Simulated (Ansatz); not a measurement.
Tetradymite Bi2Se3, treated with PBE+SOC (PAW; Ansatz, a first-principles code).

Settings: plane-wave cutoff 520 eV, 10×10×10 k mesh, Fermi–Dirac smearing 0.01 eV, PAW data made under PBE.

Cell (relaxed at this level):

```
Bi2Se3
1.0
   10.12605    -2.10224     0.04445
   10.12605     2.10224     0.04445
    9.67376     0.00000     3.65742
Bi Se
2 3
Direct
  0.39799   0.39799   0.39799
  0.60201   0.60201   0.60201
  0.00000   0.00000   0.00000
  0.21640   0.21640   0.21640
  0.78360   0.78360   0.78360
```

Problem. Give the computed band gap.

Solution. 
- band gap: 0.05 eV (direct)

Measured, for comparison: band gap 0.3 eV (temperature not stated, no zero-point or thermal correction; as tabulated in Park and Ryu (2016), arXiv:1610.06451). Computed (rounded) less measured: band gap -0.25 eV.

Note: for a layered or molecular solid the relaxed cell lies over 5 % above the published volume, where the minimum can be shallow; the cell comes from a level without a dispersion term, which matters for the spacing of layers, chains or molecules.

Computed values are for the static lattice.
